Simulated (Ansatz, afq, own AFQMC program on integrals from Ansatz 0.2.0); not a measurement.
## Where AFQMC and coupled cluster stand for AlBH, quartet

```
atom   x (Å)   y (Å)    z (Å)
   B  0.0000  0.0000   5.0083
  Al  0.0000  0.0000  -1.7157
   H  0.0000  0.0000  -3.2927
```

Connectivity, by distances: B ··· AlH.

Basis 6-31G. Only valence electrons are correlated. Ansatz 0.2.0 and our own AFQMC program on the same integrals; the CISD trial comes from CCSD amplitudes, and released means the phaseless constraint is let go. Error bars are statistical, one sigma.

Determinant: UHF, the one that the program's search chose, which needn't be the lowest solution. The geometry is a point of a scan.

Full CI on the same integrals is exact in this basis and with this determinant's frozen core.

Cautions: lower spins were not checked.

The T1 diagnostic is 0.0143 and the weight of the determinant in the CISD state is 0.912. The ⟨S²⟩ of the determinant is 3.753. The size of the correlated space is 7 electrons in 18 orbitals.

```tsv
level	correlation energy (eV)
MP2	-1.0959
CCSD	-1.8931
CCSD(T)	-1.9101
```

Q: Estimate where AFQMC with the constraint released lies against CCSD(T) on the same integrals.

A: 0.6 ± 0.06 kJ/mol below CCSD(T).

Reference: full CI, correlation energy -1.920 eV. The released energy is read at 2.40 1/Eh (meV from the phaseless value at times in 1/Eh: -0.8 ± 1.0 at 0.24, -1.6 ± 0.9 at 0.51, -4.5 ± 0.7 at 0.99, -7.7 ± 0.7 at 1.62, -6.0 ± 0.6 at 2.40).

```tsv
level	E − E(reference) (kJ/mol)	share of correlation (%)
CCSD(T)	0.9	99.51
CCSDT	0.0	100.00
CCSDT(Q)	0.0	100.00
CCSDTQ	0.0	100.00
ph-AFQMC/HF	13.8 ± 1.7	92.54
ph-AFQMC/CISD	0.9 ± 0.08	99.53
released AFQMC	0.3 ± 0.06	99.85
```

CCSDT and higher add their correlation energy to the determinant of the CCSD(T) run, since their own runs factorise the integrals more tightly (a shift of under 2 meV). Released energies are given only where the last usable release times agree within the noise; a slower fall can still hide under it.
